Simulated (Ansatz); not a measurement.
## Molecular dynamics of H4Si

Input file:

```yaml
crystal:
  periodic: [false, false, false]
  atoms:
    - { symbol: Si, position_ang: [0.000282, 0.0, 0.000272] }
    - { symbol: H, position_ang: [9.4e-05, 0.0, 1.492931] }
    - { symbol: H, position_ang: [1.407645, 0.0, -0.497105] }
    - { symbol: H, position_ang: [-0.70331, 1.218737, -0.497349] }
    - { symbol: H, position_ang: [-0.70331, -1.218737, -0.497349] }
basis:
  gaussian: { orbitals: def2-SVP }
hamiltonian:
  xc: pbe0
  dispersion: d4
md:
  timestep: 1.0
  n_steps: 150
  ensemble: nvt_langevin
  temperature: 2000.0
  initial_velocities: maxwell_boltzmann
  seed: 940773
  friction: 0.02
```

Launched with:

```bash
$ ansatz run input.yaml --threads 1 --pin off --max-ram 2048MiB --backend cpu --events-out ev --progress --plain --runs-dir out
```

It starts from a relaxed structure.

Output, in part (step lines, the closing report, with atoms numbered from 0):

```
md step     0: t =     0.00 fs  T =  1600.0 K  F+E_penalty+E_count = -7936.31036348 eV  E_kin = 1.034080 eV  (18 SCF iters)
[... lines left out ...]
Total energy: -7935.86092560 eV, -291.6375098961 hartree
Atom 0 at    -0.152274    -1.396620     1.383299 Å, force     0.374490     0.069096     0.107893 eV/Å
Atom 1 at    -0.727883    -2.297816     2.500971 Å, force    -0.571649     0.304240    -1.125838 eV/Å
Atom 2 at     1.242799    -1.688504     1.877947 Å, force     0.145376     0.568465    -0.495071 eV/Å
Atom 3 at    -0.600690     0.064491     1.617947 Å, force     0.314379    -0.847066    -0.104429 eV/Å
Atom 4 at    -0.204673    -1.665666    -0.188292 Å, force    -0.262596    -0.094736     1.617445 eV/Å
Dipole moment:    -0.054831    -0.003222    -0.051636 e Å
```

The steps, from the saved trajectory:

```json
{"time (fs)": "0", "T (K)": "1600", "potential energy less start (eV)": "0.000"}
{"time (fs)": "5", "T (K)": "513", "potential energy less start (eV)": "0.790"}
{"time (fs)": "10", "T (K)": "1459", "potential energy less start (eV)": "0.430"}
{"time (fs)": "15", "T (K)": "1163", "potential energy less start (eV)": "0.406"}
{"time (fs)": "20", "T (K)": "1384", "potential energy less start (eV)": "0.593"}
{"time (fs)": "25", "T (K)": "2314", "potential energy less start (eV)": "0.326"}
{"time (fs)": "30", "T (K)": "2011", "potential energy less start (eV)": "0.590"}
{"time (fs)": "35", "T (K)": "2077", "potential energy less start (eV)": "0.647"}
{"time (fs)": "40", "T (K)": "2316", "potential energy less start (eV)": "0.500"}
{"time (fs)": "45", "T (K)": "1441", "potential energy less start (eV)": "1.023"}
{"time (fs)": "50", "T (K)": "2086", "potential energy less start (eV)": "0.939"}
{"time (fs)": "55", "T (K)": "2713", "potential energy less start (eV)": "0.255"}
{"time (fs)": "60", "T (K)": "1725", "potential energy less start (eV)": "0.631"}
{"time (fs)": "65", "T (K)": "1374", "potential energy less start (eV)": "1.275"}
{"time (fs)": "70", "T (K)": "2994", "potential energy less start (eV)": "0.436"}
{"time (fs)": "75", "T (K)": "3213", "potential energy less start (eV)": "0.287"}
{"time (fs)": "80", "T (K)": "1986", "potential energy less start (eV)": "0.834"}
{"time (fs)": "85", "T (K)": "1866", "potential energy less start (eV)": "0.514"}
{"time (fs)": "90", "T (K)": "2026", "potential energy less start (eV)": "0.243"}
{"time (fs)": "95", "T (K)": "1380", "potential energy less start (eV)": "0.357"}
{"time (fs)": "100", "T (K)": "1423", "potential energy less start (eV)": "0.352"}
{"time (fs)": "105", "T (K)": "1245", "potential energy less start (eV)": "0.276"}
{"time (fs)": "110", "T (K)": "1421", "potential energy less start (eV)": "0.404"}
{"time (fs)": "115", "T (K)": "1149", "potential energy less start (eV)": "0.285"}
{"time (fs)": "120", "T (K)": "868", "potential energy less start (eV)": "0.448"}
{"time (fs)": "125", "T (K)": "1205", "potential energy less start (eV)": "0.659"}
{"time (fs)": "130", "T (K)": "824", "potential energy less start (eV)": "0.649"}
{"time (fs)": "135", "T (K)": "1522", "potential energy less start (eV)": "0.299"}
{"time (fs)": "140", "T (K)": "910", "potential energy less start (eV)": "0.413"}
{"time (fs)": "145", "T (K)": "890", "potential energy less start (eV)": "0.542"}
{"time (fs)": "150", "T (K)": "1547", "potential energy less start (eV)": "0.449"}
```

All steps were run. The mean temperature of the second half is 29 % below the set value. A run of 0.15 ps of so small a system gives no equilibrium averages.

The same pairs are bonded in the first frame and the last. Pairs count as bonded within 1.25 times the sum of covalent radii (0.12 Å more for H–H).

Last frame:

```xyz
5
Properties=species:S:1:pos:R:3
Si -0.152 -1.397 1.383
H -0.728 -2.298 2.501
H 1.243 -1.688 1.878
H -0.601 0.065 1.618
H -0.205 -1.666 -0.188
```

Time of the run: 65 s on 1 thread of Arm Neoverse V2 (shared host), peak memory 0.077 GiB.
